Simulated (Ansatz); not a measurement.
# CS: a ladder of functionals and wavefunction methods

How much do the methods differ for CS? The plan is to run it at one geometry with functionals of several rungs and with coupled cluster, and see how far each lands from CCSD(T) at the basis-set limit for the atomisation energy.

Program: Ansatz 0.2.0, Gaussian basis. Level of theory: functionals in def2-TZVPP, the program's frozen cores in correlated methods. These are calculated values, not measurements.

Plan: LDA (SPW92), PBE-D4, revPBE-D4, BLYP-D4, r2SCAN-D4, B97M-V, PBE0-D4, B3LYP-D4, r2SCANh-D4, r2SCAN0-D4, HSE06-D4, BHLYP-D4, CAM-B3LYP-D4, LC-ωPBE, ωB97X-V, ωB97M-V, B2PLYP, PBE-QIDH; CCSD(T)/def2-SVP; CCSD(T)/def2-TZVPP; CCSD(T)/def2-QZVPP; extrapolation to the limit; RPA on PBE.

### 1 Structure used throughout

An earlier PBE0-D4 in a triple-zeta def2 set relaxation fixed the geometry.

SMILES `[C]#[S]`, 2 atoms, charge 0, spin multiplicity 1.

Atoms are counted from 1 here; the program's logs count them from 0.

Bond lengths: C1–S2 1.529 Å.

### 2 LDA

This LDA is Slater exchange with PW92 correlation.

Contents of in.yaml:

```yaml
crystal:
  periodic: [false, false, false]
  atoms:
    - {symbol: C, position_ang: [0.000000, -0.000000, -1.115718]}
    - {symbol: S, position_ang: [-0.000000, 0.000000, 0.413604]}
basis:
  gaussian: {orbitals: def2-TZVPP}
hamiltonian: {xc: lda}
output: {orbitals: {seedname: orbitals}}
```

Started as:

```console
ansatz run in.yaml --threads 2 --pin off --events-out ev --progress --plain --max-ram 32768MiB --backend cpu
```

After this run come: PBE-D4 (GGA); revPBE-D4 (GGA); BLYP-D4 (GGA); r2SCAN-D4 (meta-GGA); B97M-V (meta-GGA); PBE0-D4 (hybrid); B3LYP-D4 (hybrid); r2SCANh-D4 (hybrid); r2SCAN0-D4 (hybrid); HSE06-D4 (hybrid); BHLYP-D4 (hybrid); CAM-B3LYP-D4 (range-separated); LC-ωPBE (range-separated); ωB97X-V (range-separated); ωB97M-V (range-separated); B2PLYP (double hybrid); PBE-QIDH (double hybrid); CCSD(T) in def2-SVP; CCSD(T) in def2-TZVPP; CCSD(T) in def2-QZVPP; RPA on PBE orbitals.

Before running them: what should the planned runs give, taken together? Wanted: atomisation energy, CCSD(T)/CBS; farthest beyond LDA; mean size of error, GGA; mean size of error, meta-GGA; mean size of error, hybrid; mean size of error, range-separated; mean size of error, double hybrid; gap, smallest and largest; T1 diagnostic.

The runs gave:

```
                               quantity                                      value
        atomisation energy, CCSD(T)/CBS                               711.4 kJ/mol
  functionals within 3.6 kJ/mol (0.5 %)       none; nearest HSE06-D4 (-4.2 kJ/mol)
                    farthest beyond LDA                    BHLYP-D4 (-70.9 kJ/mol)
                mean size of error, GGA                                25.6 kJ/mol
           mean size of error, meta-GGA                                 7.3 kJ/mol
             mean size of error, hybrid                                26.0 kJ/mol
    mean size of error, range-separated                                19.5 kJ/mol
      mean size of error, double hybrid                                10.2 kJ/mol
              gap, smallest and largest  3.85 eV (LDA (SPW92)), 11.90 eV (LC-ωPBE)
                          T1 diagnostic                                     0.0244
triples share of the correlation energy                                      6.3 %
```

What this shows: The LDA atomisation energy is off by 135.8 kJ/mol (19 %): it overbinds. PBE-D4 misses by +43.0 kJ/mol. Double hybrids carry the basis error of their MP2 part in triple zeta, and no dispersion term here, so their miss is partly the set-up's. Taken by rung, meta-GGA functionals do best (7.3 kJ/mol on average) and hybrid ones worst beyond LDA (26.0 kJ/mol). The gap between the best rungs is small, so their order is not settled. The mean of the hybrids holds BHLYP, with half exact exchange. RPA and LDA stand outside this count. Misses under about 3.6 kJ/mol are within the doubt on the reference itself, which lacks core-valence correlation, relativity and higher excitations. Hartree-Fock recovers 57 % of the binding; the rest is correlation. CCSD(T) in def2-SVP is off by -44.6 kJ/mol, worse than the median functional, from the basis alone. The gap grows from 3.9 to 11.9 eV across the functionals, mostly with the share of exact exchange. T1 = 0.024 passes the customary mark of 0.02 by a little.
